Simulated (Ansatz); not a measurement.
Geometry optimisation, Ansatz, RHF/def2-SVPD.

Input:

```yaml
crystal:
  periodic: [false, false, false]
  atoms:
    - { symbol: C, position_ang: [-0.8094, 0.8366, -0.9814] }
    - { symbol: Al, position_ang: [0.5775, -0.1481, -0.0785] }
    - { symbol: "N", position_ang: [2.32657, -0.20073, -0.82648] }
    - { symbol: H, position_ang: [-1.6197, 0.2089, -1.2517] }
    - { symbol: H, position_ang: [-0.4524, 1.3284, -1.9392] }
    - { symbol: H, position_ang: [-1.2264, 1.6976, -0.3204] }
    - { symbol: H, position_ang: [0.2514, -0.91855, 1.31176] }
    - { symbol: H, position_ang: [2.96979, 0.11274, -0.06194] }
    - { symbol: H, position_ang: [2.5864, -1.2731, -0.96161] }
basis:
  gaussian: { orbitals: def2-SVPD }
hamiltonian:
  xc: hf
relax:
  f_tol: 0.015
  max_steps: 40
```

Launched with:

```bash
$ ansatz run input.yaml --threads 2 --pin off --max-ram 3072MiB --backend cpu --events-out ev --progress --plain --runs-dir out
```

Where does it end, and by what steps?

The run converged. After 12 steps the energy has fallen by 1.036 eV; H9 moved furthest, 1.22 Å.

```json
{"step": "0", "energy less start (eV)": "0.0000", "largest force component (eV/Å)": "3.451", "accepted": "yes"}
{"step": "1", "energy less start (eV)": "-0.4389", "largest force component (eV/Å)": "1.213", "accepted": "yes"}
{"step": "2", "energy less start (eV)": "-0.5461", "largest force component (eV/Å)": "0.636", "accepted": "yes"}
{"step": "3", "energy less start (eV)": "-0.6318", "largest force component (eV/Å)": "0.464", "accepted": "yes"}
{"step": "4", "energy less start (eV)": "-0.7228", "largest force component (eV/Å)": "0.831", "accepted": "yes"}
{"step": "5", "energy less start (eV)": "-0.8593", "largest force component (eV/Å)": "0.713", "accepted": "yes"}
{"step": "6", "energy less start (eV)": "-0.9217", "largest force component (eV/Å)": "1.559", "accepted": "yes"}
{"step": "7", "energy less start (eV)": "-1.0236", "largest force component (eV/Å)": "0.325", "accepted": "yes"}
{"step": "8", "energy less start (eV)": "-1.0352", "largest force component (eV/Å)": "0.043", "accepted": "yes"}
{"step": "9", "energy less start (eV)": "-1.0357", "largest force component (eV/Å)": "0.092", "accepted": "yes"}
{"step": "10", "energy less start (eV)": "-1.0364", "largest force component (eV/Å)": "0.016", "accepted": "yes"}
{"step": "11", "energy less start (eV)": "-1.0364", "largest force component (eV/Å)": "0.027", "accepted": "no"}
{"step": "12", "energy less start (eV)": "-1.0365", "largest force component (eV/Å)": "0.004", "accepted": "yes"}
```

```xyz
9
Properties=species:S:1:pos:R:3
C -0.781 0.774 -1.029
Al 0.587 -0.073 0.101
N 2.219 -0.388 -0.536
H -1.585 0.068 -1.267
H -0.381 1.142 -1.978
H -1.255 1.619 -0.520
H 0.307 -0.512 1.596
H 2.957 -0.822 -0.020
H 2.535 -0.164 -1.458
```

Whether the end is a true minimum wasn't checked by a vibrational analysis.

Run time: 38 s on 2 threads of AMD EPYC 7571 (shared host), peak memory 0.23 GiB.
